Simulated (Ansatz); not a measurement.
A made-up structure of AlSiH4O (charge -1), closed shell:

```tsv
atom	x (Å)	y (Å)	z (Å)
O1	-0.7263	-0.6543	0.5239
Si2	-0.5906	0.0766	-0.9884
Al3	0.8447	0.1216	0.8766
H4	-1.2656	-1.4073	0.8122
H5	-1.8202	0.9196	-1.2838
H6	0.8595	1.3353	1.9497
H7	2.1428	-0.8380	1.0147
```

It is relaxed with PBE-D4/def2-SVPD and then PBE0-D4/def2-TZVPD (Ansatz 0.2.0). Atoms count as bonded within 1.22 times the sum of their covalent radii (H–H: 0.88 Å). The end point is not checked to be a true minimum.

Q: Does its bonding change? (A judgement: the text doesn't fix the answer.)

A: By the calculation: No: no bond forms or breaks.

Where it ends: The first stage lowers the energy by 1.46 eV in 10 steps. It ends as AlSiH₄O ([OH]1[AlH2][SiH]1), total charge -1:
```csv
atom,x (Å),y (Å),z (Å)
O1,-0.9282,-0.6525,0.7021
Si2,-0.6860,-0.1312,-1.1883
Al3,0.7745,0.2317,0.6903
H4,-0.8674,-1.6073,0.7594
H5,-1.4685,1.1690,-0.9455
H6,0.7549,1.4490,1.7652
H7,1.8648,-0.9052,1.1219
```

Labels in which every atom is bracketed show which atoms are joined, not bond orders.

For scale, one of the runs: PBE0-D4/def2-TZVPD relaxation, 162 basis functions, launched by `ansatz run in.yaml --threads 2 --pin off --events-out ev --progress --plain --max-ram 4352MiB`. Hardware: 2 CPU threads of an Arm Neoverse V2, shared host. Wall time about 23 s.
